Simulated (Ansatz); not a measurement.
This script for the Python package of Ansatz (0.2.0) starts 6 runs on FHSSi, SMILES F[Si]S. What input does the engine get in each?

The script, `methods_fhssi.py`:
```python
"""One geometry of FHSSi, method by method."""

from pathlib import Path

import ansatz
from ase import Atoms
import numpy as np

atoms = Atoms(["F", "Si", "S", "H"], positions=[
    [-1.1807, 0.0366, 1.1493],
    [0.0627, 0.9442, 0.7554],
    [0.9758, -0.0237, -0.9199],
    [0.1977, -1.0174, -1.0051],
])
system = ansatz.Crystal.molecule_from_ase(atoms)

job = system.calculation().basis(gaussian="def2-SVP")

print("functional    E (Ha)        dipole (D)   HOMO (eV)  LUMO (eV)")
for name in ["pbe0", "r2scan0", "lda", "b3lyp", "cam_b3lyp", "lc_wpbe"]:
    data = job.functional(name).forces().orbitals().run(threads=1, runs_dir="runs").report
    lines = Path(data["orbitals_path"]).read_text().splitlines()
    field_of = lambda key: [line.split("=")[1].strip() for line in lines if line.startswith(key)]
    orbitals = [(27.211386 * float(e), s, float(n)) for e, s, n in zip(field_of("Ene="), field_of("Spin="), field_of("Occup="))]
    homo = max(e for e, _, n in orbitals if n > 0.5)
    lumo = min(e for e, _, n in orbitals if n < 0.5)
    dipole = 4.803205 * np.linalg.norm(data["charge_distribution"]["dipole_moment_e_ang"])
    print(f"{name:10s} {data['free_energy_ev'] / 27.211386246:14.6f} {dipole:9.3f} {homo:11.3f} {lumo:10.3f}")
```

Run 1:
```yaml
crystal:
  periodic: [false, false, false]
  atoms:
    - { symbol: F, position_ang: [-1.1807, 0.0366, 1.1493] }
    - { symbol: Si, position_ang: [0.0627, 0.9442, 0.7554] }
    - { symbol: S, position_ang: [0.9758, -0.0237, -0.9199] }
    - { symbol: H, position_ang: [0.1977, -1.0174, -1.0051] }
basis:
  gaussian:
    orbitals: def2-SVP
hamiltonian:
  xc: pbe0
output:
  orbitals: {}
  forces: true
```

Run 2, against run 1:
```diff
-  xc: pbe0
+  xc: r2scan0
```

Run 3, against run 1:
```diff
-  xc: pbe0
+  xc: lda
```

Run 4, against run 1:
```diff
-  xc: pbe0
+  xc: b3lyp
```

Run 5, against run 1:
```diff
-  xc: pbe0
+  xc: cam_b3lyp
```

Run 6, against run 1:
```diff
-  xc: pbe0
+  xc: lc_wpbe
```

Output of `python methods_fhssi.py`:
```text
functional    E (Ha)        dipole (D)   HOMO (eV)  LUMO (eV)
pbe0          -787.518895     0.728      -7.155     -1.988
r2scan0       -787.756635     0.738      -7.312     -1.964
lda           -784.708057     0.879      -6.084     -2.849
b3lyp         -787.911284     0.659      -6.902     -2.094
cam_b3lyp     -787.865717     0.623      -8.373     -0.808
lc_wpbe       -787.601639     0.741      -9.723      0.190
```

Notes:
- Total energies depend on the basis set; only differences at equal settings carry meaning.
- The geometry is a force-field or estimated start, not a minimum of this method, and the basis set is short of its limit. A lower total doesn't mark the better method: functionals have no common bound, and MP2 and coupled cluster aren't variational.
- b3lyp holds the VWN-RPA fit, as in Gaussian; the form of ORCA and Turbomole is b3lyp5.
- Levels such as HOMO and LUMO are orbital energies: with these approximate functionals they aren't the ionisation energy and electron affinity, and their gap isn't the fundamental gap.
- It ran for 8.9 s on 1 thread of Arm Neoverse V1, on a shared host, peak memory 0.18 GiB.

(Lines on the test bed's own set-up are left out of the output.)
